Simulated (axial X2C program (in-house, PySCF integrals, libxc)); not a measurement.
# Curves of BS by EOM-IP-CCSD

Calculated with an axial X2C code built on PySCF integrals: two-component X2C with atomic mean-field Coulomb and Gaunt terms, Gaussian nuclei, basis S dyall-av3z, B dyall-av3z with contracted cores.

Energies in eV from the lowest point of the lowest state; states are followed by energy order within each Ω. Reference: BS⁻, 10 electrons correlated in 94 virtual spinors with an MP2 remainder; levels at this size can be off by some tenths of an eV. Masses 31.972 and 11.009 u.

```
R (Å)  (1)Ω=1/2  (1)Ω=3/2  (2)Ω=1/2  (3)Ω=1/2
1.554    0.0779    2.8938    2.9343    5.8414
1.621    0.0000    2.3610    2.4016    5.4522
1.689    0.1126    2.0382    2.0789    5.2524
1.765    0.3938    1.8583    1.8991    5.1951
1.841    0.7777    1.8161    1.8571    5.2681
1.942    1.3697    1.9035    1.9457    5.5061
```

(1) Fit the curves (1)Ω=1/2, (3)Ω=1/2 near their minima.

For BS⁻ at CCSD, and between the minima:

Re = 1.692 Å, ωe = 1003.7 cm⁻¹; removing the electron costs 2.421 eV without zero-point terms.

T1 of the reference reaches 0.027 (Lee–Taylor). Curves followed by order can swap character. Number of frozen shells: S 2 s, 1 p; B 1 s. Roots with under 60 % one-particle weight at any point are counted in the labels but not shown, and the list ends where the roots sought for some Ω run out; states that need a further excitation are missing and may lie low or lowest. Curves with a minimum but no constants failed the fit check.

## Answers

(1) At EOM-IP-CCSD from BS⁻ (the fit fixes ωe to about one per cent; ωe of higher roots by this method can be off by ten per cent):

| state | Te (cm⁻¹) | Re (Å) | ωe (cm⁻¹) |
| --- | --- | --- | --- |
| (1)Ω=1/2 | 0 | 1.612 | 1203.2 |
| (3)Ω=1/2 | 41910 | 1.756 | 876.4 |
